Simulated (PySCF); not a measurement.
The calculation used core-valence-separated Tamm–Dancoff BHandHLYP/aug-pcX-1 (pcseg-1 on H) in PySCF, non-relativistic, gas phase, PBE0-D3(BJ)/def2-SVP geometry. BHandHLYP without relativity tends to put these K edges a few eV too low, so spacings mean more than positions.

Main lines of an unknown, eV (oscillator strength): C K: 282.6 (0.048), 282.6 (0.074), 285.3 (0.012), 285.7 (0.010), 285.8 (0.018); N K: 399.2 (0.015), 400.1 (0.032), 400.6 (0.008), 401.2 (0.007), 401.7 (0.008). Listed: the first five lines at most of each edge with a tenth or more of its strongest line's intensity; roots within 0.03 eV on the same or equivalent atoms are summed. Only the lowest roots were sought, and the top ones are left out.

**Question.** Which candidate gives them?
A. `C=C[C@H](C)N`
B. `C(CC)N=C`
C. `NC1CCC1`
D. `C/C=N/CC`

**Answer.** A. 

- `C=C[C@H](C)N`: C K: 282.6 (0.048), 282.6 (0.074), 285.3 (0.012), 285.7 (0.010), 285.8 (0.018); N K: 399.2 (0.015), 400.1 (0.032), 400.6 (0.008), 401.2 (0.007), 401.7 (0.008). First C line listed at 282.6 eV, hole on the alkene CH carbon (1s→π*); first N line listed at 399.2 eV, hole on the primary amine nitrogen.
- `C/C=N/CC`: C K: 283.1 (0.069), 285.3 (0.009), 285.5 (0.010), 285.8 (0.018), 286.1 (0.020); N K: 396.2 (0.060). First C line listed at 283.1 eV, hole on the imine carbon (1s→π*); first N line listed at 396.2 eV, hole on the imine nitrogen.
- `C=NCCC`: C K: 282.8 (0.064), 285.3 (0.009), 285.5 (0.012), 285.8 (0.011), 285.9 (0.011); N K: 396.0 (0.063), 402.4 (0.007). First C line listed at 282.8 eV, hole on the imine carbon (1s→π*); first N line listed at 396.0 eV, hole on the imine nitrogen.
- `NC1CCC1`: C K: 285.4 (0.014), 285.6 (0.011), 285.6 (0.013), 285.7 (0.020), 285.8 (0.015); N K: 399.2 (0.015), 400.0 (0.032), 401.0 (0.008), 401.6 (0.008), 402.0 (0.006). First C line listed at 285.4 eV, hole on the four-membered-ring carbon; first N line listed at 399.2 eV, hole on the primary amine nitrogen.

One conformer each; other structures than these candidates weren't tested.

The values belong to the conformer `[CH2:1]=[CH:2][C@H:3]([CH3:4])[NH2:5]`: C1–C2–C3–C4 -110°, H–N5–C3–C2 63°, H–N5–C3–C2 179°.
